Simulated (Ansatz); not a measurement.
## HAl–PH: how the atomization moves with the basis

HAl–PH, singlet; coordinates (Å): Al 0.000 0.003 1.104; P 0.000 0.045 -1.026; H 0.000 -0.117 2.682; H 0.000 -1.366 -0.688. Quantity: atomization.

Ansatz 0.2.0, basis 6-31G or cc-pVDZ or cc-pVTZ; geometries are PBE0/def2-TZVP minima. Wave-function levels freeze the cores; HF, MP2 and coupled cluster are restricted for singlets and unrestricted otherwise, atoms included (their steps beyond CCSDT(Q) come from restricted open-shell runs), Kohn–Sham unrestricted where that lies lower. The reference is CCSDT(Q) or CCSDTQ or full CI (coupled cluster only where its series has nearly closed). Semilocal and hybrid functionals correlate all electrons outside any core potential and usually lie nearer their basis limit than the reference, so part of their error here is the reference's basis and frozen-core error; RPA and the MP2 part of double hybrids freeze the same cores as the reference. None of these values is a measured one. Energies are electronic, without zero-point terms. No spin–orbit coupling and no scalar relativity. The species are chosen: bound, without strong static correlation by their natural occupations or amplitudes, in their lowest spin state as far as vertical gaps and like structures tell, and with a ladder that closes on the reference, so errors are smaller than for species at large; levels whose determinant breaks symmetry or spin markedly are left out.

```csv
level,6-31G (kJ/mol),cc-pVDZ (kJ/mol),cc-pVTZ (kJ/mol)
reference,582.5 (full CI),743.7 (CCSDTQ),824.4 (CCSDT(Q))
HF,375.1,506.4,531.5
CCSD,569.4,721.8,799.2
CCSD(T),579.7,740.7,822.2
PBE,765.7,845.6,866.2
r2SCAN,757.2,844.7,868.8
wB97M-V,754.4,859.5,871.6
B2PLYP,684.4,805.0,845.4
```

From 6-31G to cc-pVTZ the reference moves by 241.9 kJ/mol and PBE by 100.5; the step from CCSD(T) to the reference is 2.8 in the first and 2.2 in the last.
